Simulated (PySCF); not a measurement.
## Gas-phase thermal properties of C₂H₃Cl

Method: PySCF energies (xtb for GFN2) plus ideal-gas RRHO corrections (1 bar). 6-31G* has spherical d functions here. All species are closed-shell singlets. B3LYP is the form with VWN-RPA correlation. The harmonic model lacks anharmonicity and excited electronic states, which grow with temperature; levels with a mode under 35 cm⁻¹ are left out.

```json
[
 {"level": "B3LYP/6-31G*", "point group": "Cs", "σ": "1", "ZPE (kJ/mol)": "112.5", "S°298 (J/mol/K)": "263.9", "Cp298 (J/mol/K)": "53.1", "S°1000 (J/mol/K)": "356.9", "H1000 − H298 (kJ/mol)": "57.3"},
 {"level": "GFN2-xTB", "point group": "Cs", "σ": "1", "ZPE (kJ/mol)": "108.4", "S°298 (J/mol/K)": "264.5", "Cp298 (J/mol/K)": "54.4", "S°1000 (J/mol/K)": "359.3", "H1000 − H298 (kJ/mol)": "58.3"},
 {"level": "HF/6-31G*", "point group": "Cs", "σ": "1", "ZPE (kJ/mol)": "121.1", "S°298 (J/mol/K)": "262.0", "Cp298 (J/mol/K)": "49.8", "S°1000 (J/mol/K)": "350.5", "H1000 − H298 (kJ/mol)": "54.7"},
 {"level": "PBE/def2-SVP", "point group": "Cs", "σ": "1", "ZPE (kJ/mol)": "108.4", "S°298 (J/mol/K)": "264.6", "Cp298 (J/mol/K)": "54.4", "S°1000 (J/mol/K)": "359.7", "H1000 − H298 (kJ/mol)": "58.5"},
 {"level": "PBE0/def2-TZVP", "point group": "Cs", "σ": "1", "ZPE (kJ/mol)": "112.4", "S°298 (J/mol/K)": "263.4", "Cp298 (J/mol/K)": "52.7", "S°1000 (J/mol/K)": "356.2", "H1000 − H298 (kJ/mol)": "57.2"}
]
```
σ: rotational symmetry number. Electronic degeneracy used: 1. Frequencies are unscaled.
